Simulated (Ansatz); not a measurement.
Solid CO2 (dry ice) was calculated with rVV10 (Ansatz, a first-principles code, plane waves, PAW).

Run with plane-wave cutoff 500 eV, 6×6×6 k mesh, gaussian smearing 0.02 eV, scalar-relativistic PAW data made under PBE.

Cell (relaxed at this level):

```
CELL_PARAMETERS angstrom
      5.50732     0.00000     0.00000
      0.00000     5.50732     0.00000
      0.00000     0.00000     5.50732
ATOMIC_POSITIONS crystal
  C  0.00000 0.50000 0.50000
  C  0.50000 0.00000 0.50000
  C  0.00000 0.00000 0.00000
  C  0.50000 0.50000 0.00000
  O  0.87718 0.62282 0.37718
  O  0.37718 0.87718 0.62282
  O  0.87718 0.87718 0.87718
  O  0.12282 0.12282 0.12282
  O  0.62282 0.37718 0.87718
  O  0.62282 0.12282 0.37718
  O  0.37718 0.62282 0.12282
  O  0.12282 0.37718 0.62282
```

Question: What does this level give for the band gap?

Answer: 
* **band gap**: 6.49 eV (on the SCF k mesh)

It cost very roughly 2.2 core-minutes of CPU time.
